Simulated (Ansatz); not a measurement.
**ZrAlPd₃: from a trial structure to a relaxed crystal**

The calculation used DFT r2SCAN, scalar-relativistic, plane waves, PAW in Ansatz 0.2.0. Cutoff 500 eV, Γ-centred k mesh, Gaussian smearing, no spin polarisation in the final step.

ZrAlPd₃ was placed on the cubic perovskite structure type (Pm-3m, No. 221), with Zr in place of Sr, Al in place of Ti, Pd in place of O, at a guessed volume.

```xyz
5
Lattice="4.1246 0.0000 0.0000 0.0000 4.1246 0.0000 0.0000 0.0000 4.1246" Properties=species:S:1:pos:R:3 pbc="T T T"
Zr    0.0000    0.0000    0.0000
Al    2.0623    2.0623    2.0623
Pd    0.0000    2.0623    2.0623
Pd    2.0623    0.0000    2.0623
Pd    2.0623    2.0623    0.0000
```

Steps on the 4×4×4 mesh (5 atoms). 6 of 6 steps are shown, and the free energy counts from the last. Trial steps that were taken back and renewals of the plane-wave basis can be among the rows.

| step | ΔF (meV/atom) | V (Å³/atom) | P (GPa) |
| --- | --- | --- | --- |
| 1 | 621.8 | 14.03 | 60.42 |
| 2 | 116.8 | 16.19 | 19.78 |
| 3 | 18.2 | 17.49 | 5.78 |
| 4 | 6.4 | 18.09 | 1.02 |
| 5 | 6.0 | 18.24 | 0.00 |
| 6 | 0.0 | 18.24 | 0.01 |

A final relaxation ran on a 8×8×8 mesh. The relaxed crystal, Pm-3m (No. 221):

```cif
data_structure
_symmetry_space_group_name_H-M 'Pm-3m'
_symmetry_Int_Tables_number 221
_cell_length_a 4.5037
_cell_length_b 4.5037
_cell_length_c 4.5037
_cell_angle_alpha 90.000
_cell_angle_beta 90.000
_cell_angle_gamma 90.000
_cell_volume 91.35
loop_
_atom_site_label
_atom_site_type_symbol
_atom_site_symmetry_multiplicity
_atom_site_Wyckoff_symbol
_atom_site_fract_x
_atom_site_fract_y
_atom_site_fract_z
_atom_site_occupancy
Zr1 Zr 1 a 0.00000 0.00000 0.00000 1
Al1 Al 1 b 0.50000 0.50000 0.50000 1
Pd1 Pd 3 c 0.00000 0.50000 0.50000 1
```

```yaml
Volume_per_atom: 18.27 Å³
Density: 7.95 g/cm³
Energy_over_the_elements: -0.09 eV/atom
Gap_on_the_8×8×8_mesh: 0 eV (a metal)
```

Formation energies are uncorrected and refer to the elements' standard structures at the same level.

The final run used a 8×8×8 mesh on its 5-atom cell and 0.10 eV smearing. For metals, differences of a few meV/atom aren't resolved.

Symmetry constrained the relaxation, so the result can be a saddle point.

Cost: 3 runs of about 1.7 core-minutes in all, on Arm Neoverse V1 (shared hosts).